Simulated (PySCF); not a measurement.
CH₂Cl, charge -2, doublet, at a GFN2-xTB geometry of the parent state (a state made from the parent by changing its charge; the spin is typed, not shown lowest) (in this run its highest filled SCF level lies above zero, so its values depend strongly on the basis, on diffuse functions most of all); PySCF with TPSS/6-31G*.

The PySCF input:
```python
from pyscf import gto, scf, dft

mol = gto.M(
    atom='''
C     0.003763    0.162179   -1.249589
Cl   -0.001562    0.000183    0.619069
H     0.884064   -0.491403   -1.511094
H    -0.880087   -0.484781   -1.515547
''',
    basis='6-31g*',
    charge=-2,
    spin=1,
    verbose=3,
)

mf = dft.UKS(mol)
mf.xc = 'tpss'
mf.kernel()
mf.analyze()
```

It wrote (shortened):

```
converged SCF energy = -499.068932291828  <S^2> = 0.75229126  2S+1 = 2.00229
**** MO energy ****
                             alpha | beta                alpha | beta
MO #1   energy= -100.466452648933  | -100.465630164459  occ= 1 | 1
MO #2   energy= -9.42183008097608  | -9.4103802776017   occ= 1 | 1
MO #3   energy= -8.7106663374324   | -8.70976149916344  occ= 1 | 1
MO #4   energy= -6.4885806798257   | -6.48694594947637  occ= 1 | 1
MO #5   energy= -6.48378275257121  | -6.48297672322447  occ= 1 | 1
MO #6   energy= -6.48341345910158  | -6.48260945328553  occ= 1 | 1
MO #7   energy= -0.239198646198536 | -0.228587983403444 occ= 1 | 1
MO #8   energy= -0.0456254741487969 | -0.0258583707673448 occ= 1 | 1
MO #9   energy= 0.155776426394586  | 0.164578253058296  occ= 1 | 1
MO #10  energy= 0.173202319060063  | 0.187244130909644  occ= 1 | 1
MO #11  energy= 0.212696680670279  | 0.220529016102394  occ= 1 | 1
MO #12  energy= 0.244665049217666  | 0.251433563220566  occ= 1 | 1
MO #13  energy= 0.373206933382086  | 0.384218660657924  occ= 1 | 1
MO #14  energy= 0.490986725735751  | 0.541169048031555  occ= 1 | 0
MO #15  energy= 0.562698643280539  | 0.581272316265214  occ= 0 | 0
MO #16  energy= 0.604800982218084  | 0.620375627681176  occ= 0 | 0
MO #17  energy= 0.827753878304873  | 0.840254312252906  occ= 0 | 0
MO #18  energy= 0.897508811643872  | 0.903709499518397  occ= 0 | 0
MO #19  energy= 0.899024420861178  | 0.904871933735612  occ= 0 | 0
MO #20  energy= 0.921060616679716  | 0.93091172219185   occ= 0 | 0
MO #21  energy= 1.03809071168497   | 1.0464073368041    occ= 0 | 0
MO #22  energy= 1.04376380932022   | 1.08677890333129   occ= 0 | 0

To work with the spin densities directly, `use mulliken_meta_spin()` only printing them here.

 ** Mulliken spin pop alpha/beta on meta-lowdin orthogonal AOs **
 ** Mulliken Spin Density (per atom)  **
spin density of  0 C =      0.60857
spin density of  1 Cl =      0.27534
spin density of  2 H =      0.05805
spin density of  3 H =      0.05805
 ** Mulliken pop alpha/beta on meta-lowdin orthogonal AOs **
 ** Mulliken atomic charges   ( Nelec_alpha | Nelec_beta ) **
charge of  0C =     -0.98110  (     3.79483      3.18626 )
charge of  1Cl =     -0.73404  (     9.00469      8.72935 )
charge of  2H =     -0.14243  (     0.60024      0.54219 )
charge of  3H =     -0.14243  (     0.60024      0.54219 )

WARN: System has nonzero charge -2; the dipole moment is origin-dependent.
Location of origin: [0. 0. 0.]

Dipole moment(X, Y, Z, Debye): -0.01435, -0.75236,  4.56345
```
